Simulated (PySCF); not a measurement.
Basis sets over 5 cases of the mean static polarisability at PBE with PySCF (Al to Cl present), each against its own reference: (a) the value in aug-cc-pV5Z; (b) the value in aug-pcseg-2; (c) the value in aug-pcseg-3. By their distance from other large sets or by the extrapolation step the references are unsure by up to roughly 1.0 %. B3LYP-D3(BJ)/def2-TZVP geometries; density fitting; no added dispersion term; no relativity. (X+d) sets on Al to Cl for cc-pVXZ and aug-cc-pVXZ. 

Cases are drawn at random; left out are references unsure by over 1.7 %, doubtful singlets; stability and T1 were not tested. Sets are drawn from those converged to one state in every case.

Cases (SMILES) and reference values:
- ClCl (Cl2): 32.09 bohr³ (c)
- [SiH4] (SiH4): 33.12 bohr³ (c)
- Cl (HCl): 18.42 bohr³ (a)
- P#P (P2): 50.65 bohr³ (c)
- PP (P2H4): 60.64 bohr³ (b)

```json
[
 {"basis": "pcseg-1", "functions over def2-SVP (largest species, mean of cases)": "1.0", "mean signed deviation (%)": "-31.3", "mean absolute": "31.3", "largest": "50.0", "within 5 %": "0 of 5"},
 {"basis": "def2-SVP", "functions over def2-SVP (largest species, mean of cases)": "1.0", "mean signed deviation (%)": "-35.3", "mean absolute": "35.3", "largest": "54.3", "within 5 %": "0 of 5"},
 {"basis": "6-311G**", "functions over def2-SVP (largest species, mean of cases)": "1.4", "mean signed deviation (%)": "-31.3", "mean absolute": "31.3", "largest": "50.7", "within 5 %": "0 of 5"},
 {"basis": "def2-SVPD", "functions over def2-SVP (largest species, mean of cases)": "1.5", "mean signed deviation (%)": "-4.4", "mean absolute": "4.4", "largest": "8.8", "within 5 %": "4 of 5"},
 {"basis": "6-311+G**", "functions over def2-SVP (largest species, mean of cases)": "1.6", "mean signed deviation (%)": "-24.6", "mean absolute": "24.6", "largest": "40.9", "within 5 %": "0 of 5"},
 {"basis": "aug-pcseg-1", "functions over def2-SVP (largest species, mean of cases)": "1.6", "mean signed deviation (%)": "-1.8", "mean absolute": "1.8", "largest": "2.6", "within 5 %": "5 of 5"},
 {"basis": "Sadlej pVTZ", "functions over def2-SVP (largest species, mean of cases)": "1.8", "mean signed deviation (%)": "-0.4", "mean absolute": "0.5", "largest": "1.0", "within 5 %": "5 of 5"},
 {"basis": "aug-cc-pVDZ", "functions over def2-SVP (largest species, mean of cases)": "1.8", "mean signed deviation (%)": "-4.1", "mean absolute": "4.1", "largest": "9.2", "within 5 %": "3 of 5"},
 {"basis": "def2-TZVP", "functions over def2-SVP (largest species, mean of cases)": "1.9", "mean signed deviation (%)": "-20.8", "mean absolute": "20.8", "largest": "36.4", "within 5 %": "0 of 5"},
 {"basis": "cc-pVTZ", "functions over def2-SVP (largest species, mean of cases)": "2.3", "mean signed deviation (%)": "-19.4", "mean absolute": "19.4", "largest": "33.6", "within 5 %": "0 of 5"},
 {"basis": "def2-TZVPD", "functions over def2-SVP (largest species, mean of cases)": "2.3", "mean signed deviation (%)": "-1.2", "mean absolute": "1.2", "largest": "2.5", "within 5 %": "5 of 5"},
 {"basis": "def2-TZVPP", "functions over def2-SVP (largest species, mean of cases)": "2.4", "mean signed deviation (%)": "-19.9", "mean absolute": "19.9", "largest": "34.4", "within 5 %": "0 of 5"},
 {"basis": "jun-cc-pV(T+d)Z", "functions over def2-SVP (largest species, mean of cases)": "2.7", "mean signed deviation (%)": "-1.6", "mean absolute": "1.6", "largest": "3.5", "within 5 %": "5 of 5"},
 {"basis": "6-311++G(3df,3pd)", "functions over def2-SVP (largest species, mean of cases)": "2.8", "mean signed deviation (%)": "-4.4", "mean absolute": "4.4", "largest": "8.4", "within 5 %": "3 of 5"},
 {"basis": "def2-TZVPPD", "functions over def2-SVP (largest species, mean of cases)": "2.9", "mean signed deviation (%)": "-1.0", "mean absolute": "1.0", "largest": "2.5", "within 5 %": "5 of 5"},
 {"basis": "aug-cc-pVTZ", "functions over def2-SVP (largest species, mean of cases)": "3.4", "mean signed deviation (%)": "-0.9", "mean absolute": "1.0", "largest": "2.5", "within 5 %": "5 of 5"},
 {"basis": "cc-pVQZ", "functions over def2-SVP (largest species, mean of cases)": "4.1", "mean signed deviation (%)": "-10.4", "mean absolute": "10.4", "largest": "19.8", "within 5 %": "2 of 5"},
 {"basis": "pcseg-3", "functions over def2-SVP (largest species, mean of cases)": "4.2", "mean signed deviation (%)": "-11.3", "mean absolute": "11.3", "largest": "18.5", "within 5 %": "2 of 5"},
 {"basis": "def2-QZVP", "functions over def2-SVP (largest species, mean of cases)": "4.4", "mean signed deviation (%)": "-9.5", "mean absolute": "9.5", "largest": "18.1", "within 5 %": "2 of 5"},
 {"basis": "def2-QZVPPD", "functions over def2-SVP (largest species, mean of cases)": "4.8", "mean signed deviation (%)": "-0.2", "mean absolute": "0.3", "largest": "0.8", "within 5 %": "5 of 5"}
]
```

Among the sets for which every case ran a larger relative (same family, alike in diffuse functions, listed or not), the smallest listed that holds all cases within 5 % together with them is aug-pcseg-1, at 1.6 times the functions of def2-SVP. Inside, though some case ran no larger relative to test it: Sadlej pVTZ, aug-cc-pVTZ, def2-QZVPPD. Largest deviations of relatives not listed, over the cases that ran them: aug-pcseg-2 1.0, aug-cc-pV5Z 0.0, aug-cc-pVQZ 0.3, aug-pcseg-3 0.1 %. A case lies within its reference's uncertainty of the window's edge in 6-311++G(3df,3pd), cc-pVQZ. These figures hold for the cases listed.
